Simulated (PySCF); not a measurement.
## Computed properties of hydrogen cyanide (CHN), SMILES N#C

hydrogen cyanide (CHN), SMILES C#N. Coordinates come from a ωB97X-D3(BJ)/def2-TZVPD optimisation. The values are those of a single conformer. All values are computed for the isolated molecule unless a solvent is named; none is compared with measurement here.

**Structure.** The optimised structure has C∞v symmetry. All 4 harmonic modes at ωB97X-D3(BJ)/def2-TZVPD (PySCF) are real, so it is a minimum.

**Vibrations.** The strongest infrared lines (harmonic, unscaled, degenerate partners summed) lie at 781 cm⁻¹ (70 km/mol, H 73 %, C 23 %), 3460 cm⁻¹ (66 km/mol, H 83 %, C 16 %), 2239 cm⁻¹ (3 km/mol, N 47 %, C 40 %, H 14 %). The softest mode is at 781 cm⁻¹ and the zero-point energy is 10.4 kcal/mol.

**Electronic structure.** HF/def2-TZVPD (PySCF) places the frontier levels at -13.58 and 1.69 eV, a gap of 15.27 eV, and gives a dipole moment of 3.29 D and a mean polarisability of 16.5 bohr³. PBE/def2-TZVPD (PySCF) at the same geometry gives -9.06 and -0.97 eV, so its gap is 7.18 eV narrower. An orbital gap is neither the optical nor the fundamental gap.

**Excitations.** TDDFT-ωB97X/def2-TZVPD (PySCF) has S1 at 7.82 eV (158 nm, f = 0.000, dark); the most intense of the 10 singlets computed lies at 10.32 eV (f = 0.17). Strengths of degenerate partners are summed. T1 (TDA) is at 6.47 eV. TDDFT-PBE/def2-TZVPD (PySCF) puts S1 at 8.09 eV. No vertical singlet excitation falls in the visible range (under 3.1 eV).

**NMR.** GIAO shifts at PBE0/pcSseg-2 (PySCF) (non-relativistic, atoms alike by connectivity averaged): ¹³C at 114.6 ppm against TMS; ¹H at 2.6 ppm against TMS.

**Solvation.** SMD-ωB97X/def2-SVP (PySCF) gives -1.5 kcal/mol in water, -1.0 kcal/mol in benzene, -3.8 kcal/mol in acetone (1 M in both phases, gas-phase geometry); of these solvents acetone holds the molecule best.
